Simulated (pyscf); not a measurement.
H₃Si–SiH(SiH₃)–SiH₃ + HF → F–SiH₂–SiH(SiH₃)–SiH₃ + H₂ (four-centre exchange; singlet surface; H–Si, F–H broken, F–Si, H–H formed). Single points on ωB97X-D3(BJ)/def2-SVP structures (PySCF, gas phase). Rate constants from transition-state theory, ωB97M-D3(BJ)/def2-TZVP energies (ideal gas, 1 atm, RRHO with modes under 100 cm⁻¹ raised to 100, one conformer, R ln 2 for chiral ones without a mode under 150 cm⁻¹; no tunnelling), k in cm³ molecule⁻¹ s⁻¹.

| T (K) | 1000/T | log10 k |
|---|---|---|
| 298 | 3.354 | -35.62 |
| 600 | 1.667 | ? |
| 900 | 1.111 | -20.49 |
| 1200 | 0.833 | -18.47 |

Question: Fit an Arrhenius line to the three values, give the activation energy, and predict k at 600 K.

Answer: Least squares gives log10 k = -12.88 − 6.78 × 1000/T, so Ea = 6.78 × ln 10 × 1.987 = 31.0 kcal/mol, against an electronic barrier of 30.2. At 600 K the line gives -24.18; the computed value is -24.34 (ΔG‡ = 50.4 kcal/mol), a factor 1.4 under the line, since the plot is curved. At the saddle there is also a short H–Si contact that neither side keeps. One saddle was located; it need not be the lowest between these sides.
